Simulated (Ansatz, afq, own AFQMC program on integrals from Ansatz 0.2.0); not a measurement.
# SiH2, triplet: AFQMC among the cluster methods

```xyz
3

Si    0.0000   -0.0762    0.0000
H     0.0000    1.0611   -1.9188
H     0.0000    1.0611    1.9188
```

Basis cc-pVDZ. Noble-gas cores (and the filled d shells of Ga–Kr and In–Xe) are frozen. AFQMC by an in-house program on the Cholesky factors that Ansatz 0.2.0 writes for its CCSD(T) run. The CISD trial takes its coefficients from CCSD amplitudes. Released means that phaseless walkers are propagated on without the constraint, phases kept. ± is one standard error of the sampling.

Determinant: UHF, the one that the program's search chose, which needn't be the lowest solution. The geometry is a point of a scan.

Full CI on the same integrals is exact in this basis and with this determinant's frozen core.

Cautions: lower spins were not checked; strong correlation (T1 0.086, weight of the determinant 0.78, largest double 0.13); unrestricted determinant spin contaminated (⟨S²⟩ 2.32 against 2.00); the released energies are still falling, so no released level is given (meV from the phaseless value at times in 1/Eh: -4.0 ± 2.1 at 0.24, -10.0 ± 2.0 at 0.51, -15.0 ± 1.5 at 0.99, -21.4 ± 2.3 at 1.62, -25.2 ± 2.3 at 2.40).

* T1 diagnostic: 0.0863
* weight of the determinant in the CISD state: 0.782
* ⟨S²⟩ of the determinant: 2.321
* size of the correlated space: 6 electrons in 23 orbitals

| level | correlation energy (eV) |
| --- | --- |
| MP2 | -1.6534 |
| CCSD | -2.8198 |
| CCSD(T) | -2.9431 |

Task: Estimate where phaseless AFQMC with the Hartree–Fock trial lies against CCSD(T) on the same integrals.

Result: 2.44 ± 0.37 kcal/mol above CCSD(T).

Reference: full CI, correlation energy -3.022 eV. The cautions show a poor starting determinant, so the rows tell how each method copes with it here, and full CI is the sure value.

| level | E − E(reference) (kcal/mol) | share of correlation (%) |
| --- | --- | --- |
| CCSD(T) | 1.81 | 97.40 |
| CCSDT | 0.14 | 99.79 |
| CCSDT(Q) | -0.04 | 100.06 |
| CCSDTQ | 0.00 | 100.00 |
| ph-AFQMC/HF | 4.25 ± 0.37 | 93.90 |
| ph-AFQMC/CISD | 1.18 ± 0.06 | 98.31 |

CCSDT and higher add their correlation energy to the determinant of the CCSD(T) run, since their own runs factorise the integrals more tightly (a shift of under 2 meV). A walk keeps the symmetry of its determinant, which the program's search chose and which needn't be the lowest solution, so a lower state of the same spin and another symmetry isn't excluded.
